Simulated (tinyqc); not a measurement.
Inside a calculation. Method: UKS/exchange-only LDA in the sto-6g basis, for BH2, spin multiplicity 2. Computed by tinyqc, a small Python program that keeps every step (integrals from PySCF). Settings: charge = 0, multiplicity = 2, basis = sto-6g, energy threshold = 1e-10, iteration cap = 51, orthogonalisation = symmetric, start = atomic densities, DIIS depth = 0, method = UKS, functional = Slater exchange alone, grid = [40, 86]. Command: `OMP_NUM_THREADS=1 python tinyqc.py 26473 26474 out.jsonl` (the two numbers bound the seeds that draw the settings). One thread of a shared host (Intel(R) Xeon(R) Processor @ 2.60GHz), about 3 s of CPU time with the checks.

Geometry (angstrom):

| atom | x | y | z |
|---|---|---|---|
| B | 0.0000 | 0.0000 | 0.0000 |
| H | 0.0000 | 1.2010 | 0.6930 |
| H | 0.0000 | -1.2010 | 0.6930 |

Stop when the energy changes by less than 1e-10 hartree and every element of the error matrix X^T (F D S - S D F) X (for each spin) is below 3e-06.

Course of the cycle:

| iteration | E (hartree) | change | largest element of the error matrix |
|---|---|---|---|
| 1 | -25.030767 | - | 2.46e-01 |
| 2 | -25.069520 | -3.88e-02 | 2.53e-02 |
| 3 | -25.071573 | -2.05e-03 | 2.27e-02 |
| 4 | -25.071613 | -4.02e-05 | 2.27e-02 |
| 5 | -25.071509 | 1.04e-04 | 2.26e-02 |
| 6 | -25.071457 | 5.23e-05 | 2.28e-02 |
| 7 | -25.071337 | 1.20e-04 | 2.34e-02 |
| 8 | -25.071282 | 5.47e-05 | 2.33e-02 |
| 9 | -25.071156 | 1.26e-04 | 2.41e-02 |
| 10 | -25.071100 | 5.59e-05 | 2.38e-02 |
| 11 | -25.070967 | 1.33e-04 | 2.47e-02 |
| 12 | -25.070910 | 5.70e-05 | 2.44e-02 |
| 13 | -25.070770 | 1.40e-04 | 2.53e-02 |
| 14 | -25.070712 | 5.81e-05 | 2.50e-02 |
| ... | ... | ... | ... |
| 38 | -25.067680 | 5.54e-05 | 3.27e-02 |
| 39 | -25.067425 | 2.55e-04 | 3.41e-02 |
| 40 | -25.067372 | 5.34e-05 | 3.34e-02 |
| 41 | -25.067106 | 2.66e-04 | 3.49e-02 |
| 42 | -25.067055 | 5.09e-05 | 3.41e-02 |
| 43 | -25.066778 | 2.77e-04 | 3.56e-02 |
| 44 | -25.066730 | 4.80e-05 | 3.48e-02 |
| 45 | -25.066442 | 2.88e-04 | 3.63e-02 |
| 46 | -25.066398 | 4.46e-05 | 3.55e-02 |
| 47 | -25.066098 | 2.99e-04 | 3.71e-02 |
| 48 | -25.066057 | 4.08e-05 | 3.61e-02 |
| 49 | -25.065747 | 3.11e-04 | 3.78e-02 |
| 50 | -25.065710 | 3.65e-05 | 3.68e-02 |
| 51 | -25.065387 | 3.23e-04 | 3.85e-02 |

Can the last value be used, and what does the course show?

Not by the stop rule. Not converged within the cap of 51 iterations: the residual wanders without falling. Reruns (cap 100 unless said): DIIS 8: converged in 9; damping 0.5: converged in 31; level shift 0.5: converged in 26; atomic densities as start, DIIS 8: converged in 9; the original settings with a cap of 400: not converged. PySCF UKS in the same basis, fine grid, after a stability check = -25.074876 hartree, which differs from a converged run on this coarse grid by the grid error.
